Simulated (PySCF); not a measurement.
**Fractional electron number in Mg (magnesium, neutral)**

The 3s beta orbital of [Ne] 3s2 is emptied in steps (occupation f), with all orbitals relaxed, ending at [Ne] 3s1. All numbers are calculated (PySCF 2.14, the non-relativistic Hamiltonian (point nucleus), in aug-cc-pVDZ). The exact energy is a straight line in f; departures are measured from the line between the end points of the same method.

```tsv
f	UHF (eV)	LDA (eV)	PBE (eV)	PBE0 (eV)	r2SCAN (eV)	BHandHLYP (eV)	B3LYP (eV)
1	0.000	0.000	0.000	0.000	0.000	0.000	0.000
0.75	0.045	-0.556	-0.551	-0.401	-0.473	-0.296	-0.462
0.5	0.054	-0.740	-0.736	-0.534	-0.616	-0.405	-0.622
0.25	0.038	-0.552	-0.551	-0.398	-0.445	-0.312	-0.469
0	0.000	0.000	0.000	0.000	0.000	0.000	0.000
```

```csv
method,E(f=0) − E(f=1) (eV),−ε at f=1 (eV),−ε at f=0.5 (eV)
UHF,6.624,6.888,6.605
LDA,7.752,4.800,7.760
PBE,7.650,4.727,7.647
PBE0,7.577,5.443,7.581
r2SCAN,7.392,4.828,7.476
BHandHLYP,7.586,6.038,7.542
B3LYP,7.760,5.320,7.740
```

Orbital energy along the path (eV):

| f | UHF | LDA | PBE | PBE0 | r2SCAN | BHandHLYP | B3LYP |
| --- | --- | --- | --- | --- | --- | --- | --- |
| 1 | -6.888 | -4.800 | -4.727 | -5.443 | -4.828 | -6.038 | -5.320 |
| 0.75 | -6.726 | -6.266 | -6.172 | -6.506 | -6.165 | -6.770 | -6.510 |
| 0.5 | -6.605 | -7.760 | -7.647 | -7.581 | -7.476 | -7.542 | -7.740 |
| 0.25 | -6.512 | -9.241 | -9.141 | -8.664 | -8.644 | -8.380 | -9.007 |
| 0 | -6.438 | -10.589 | -9.901 | -9.090 | -9.465 | -9.192 | -10.108 |

Reference removal energy between the ground levels: 7.646 eV (measured; NIST Atomic Spectra Database, ionization energies). UHF lacks correlation.
